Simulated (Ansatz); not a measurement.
Cost and result for the atomization energy of C₄H₆O₂, SMILES `O=CCC1CO1` (12 atoms, 12 bonds).

```xyz
12

O    -0.361    2.242    1.707
C     0.199    1.408    1.054
C    -0.220   -0.033    0.966
C    -0.575   -0.405   -0.448
C     0.441   -0.809   -1.417
O    -0.413   -1.763   -0.811
H     1.091    1.671    0.444
H    -1.057   -0.208    1.644
H     0.627   -0.657    1.277
H    -1.488    0.049   -0.832
H     1.483   -0.857   -1.108
H     0.273   -0.638   -2.477
```

The species carries charge 0 and has multiplicity 1. The structure was optimised at the PBE0-D4/def2-TZVP level. It is one conformer, not always the lowest. Program: Ansatz. All runs use 4 threads of a server CPU on a shared host. Times are those of one run each, without the atoms' runs, and a repeat can differ threefold. Electronic energies, without spin–orbit coupling; frozen cores. CCSD(T)/CBS adds CCSD(T) − MP2 in def2-TZVPP to the MP2 limit, and its time is that of the two runs behind it. T1 = 0.013. B3LYP takes the VWN-RPA correlation (the form of Gaussian; ORCA's B3LYP/G).

CCSD(T)/CBS is a level of theory with its own doubt, some kJ/mol a heavy atom from the limit and from the frozen cores, so smaller differences don't rank the functionals.

| level | functions | wall time |
| --- | --- | --- |
| PBE-D4/def2-TZVPP (with forces) | 270 | 2.6 s |
| PBE0-D4/def2-TZVPP | 270 | 3 s |
| r2SCAN-D4/def2-TZVPP (with forces) | 270 | 3.5 s |
| B3LYP-D4/def2-TZVPP (with forces) | 270 | 4.3 s |
| B2PLYP/def2-TZVPP | 270 | 6 s |
| ωB97X-V/def2-TZVPP | 270 | 7 s |
| ωB97M-V/def2-TZVPP (with forces) | 270 | 10 s |
| MP2/def2-QZVPP | 522 | 34 s |
| CCSD(T)/def2-TZVPP | 270 | 3.2 min |
| CCSD(T)/CBS(def2) | – | 3.7 min |

Task: What atomization energy does each give, and how far from CCSD(T)/CBS? (An estimate is asked.)

Result: Ansatz gave: 
```tsv
level	atomization (kJ/mol)	difference from CCSD(T)/CBS	per bond
PBE-D4/def2-TZVPP (with forces)	5236.0	194.6	16.2
PBE0-D4/def2-TZVPP	5097.2	55.8	4.7
r2SCAN-D4/def2-TZVPP (with forces)	5075.0	33.6	2.8
B3LYP-D4/def2-TZVPP (with forces)	5041.6	0.2	0.0
B2PLYP/def2-TZVPP	5001.1	-40.3	-3.4
ωB97X-V/def2-TZVPP	5063.6	22.2	1.8
ωB97M-V/def2-TZVPP (with forces)	5066.8	25.4	2.1
MP2/def2-QZVPP	5122.3	80.9	6.7
CCSD(T)/def2-TZVPP	4913.1	-128.3	-10.7
CCSD(T)/CBS(def2)	5041.4	0.0	0.0
```

The D4 term adds +33.1 kJ/mol with B3LYP and +17.5 kJ/mol with PBE0; it sums over pairs of atoms, weighted by their polarisabilities, and B3LYP, whose exchange is more repulsive, gets the larger term. In def2-TZVPP, CCSD(T) changes the Hartree–Fock value by +1359.9 kJ/mol (the triples alone add +93.4 kJ/mol) and MP2 by +1493.4 kJ/mol; breaking electron pairs costs correlation energy, which Hartree–Fock lacks. From PBE to PBE0 (25 % exact exchange), in def2-TZVPP and without D4, the atomization energy moves by −135.3 kJ/mol: exact exchange takes away binding that semilocal exchange gives to molecules.
